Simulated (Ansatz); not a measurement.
Compare A (`CN1CN=C1O`) with its isomer B (`C=N/C(O)=N\C`).

Gas-phase electronic energies from Ansatz, PBE0-D4/def2-TZVP geometries. CBS: MP2 limit from def2 TZ/QZ plus the TZ coupled-cluster correction, frozen cores. DFT in def2-TZVPP. B3LYP here is the variant with VWN-RPA as its local correlation; programs differ in this. Each species was taken in one conformer, which may not be the lowest.

Q: Which isomer does CCSD(T)/CBS put lower? Give the gap. (An estimate is asked.)

A: Ansatz gave: B, by 9.0 kcal/mol.

Q: Give E(B) − E(A) in kcal/mol with CCSD(T)/def2-TZVPP, HF/def2-TZVPP, CCSD/def2-TZVPP, LDA (SPW92), PBE-D4, BLYP-D4, B3LYP. (Best estimate.)

A: The calculation gave: CCSD(T)/def2-TZVPP -9.1, HF/def2-TZVPP -11.6, CCSD/def2-TZVPP -8.8, LDA (SPW92) -4.3, PBE-D4 -7.8, BLYP-D4 -14.2, B3LYP -12.2. None reverses the order clearly.

Q: Does the order hold for the free energy at 298.15 K (harmonic terms from PBE0-D4)? (Estimate.)

A: Ansatz gave: Yes: G(B) − G(A) = -11.1 kcal/mol, for one conformer each. Modes under 60 cm⁻¹, often nearly free rotors, make the harmonic entropy too high.

Largest T1 diagnostic: 0.014.

From r2SCAN to r2SCAN0 (25 % exact exchange), in def2-TZVPP and without D4, E(B) − E(A) moves by +2.0 kcal/mol. In def2-TZVPP, CCSD(T) changes the Hartree–Fock value by +2.5 kcal/mol (the triples alone add −0.4 kcal/mol) and MP2 by +5.1 kcal/mol.
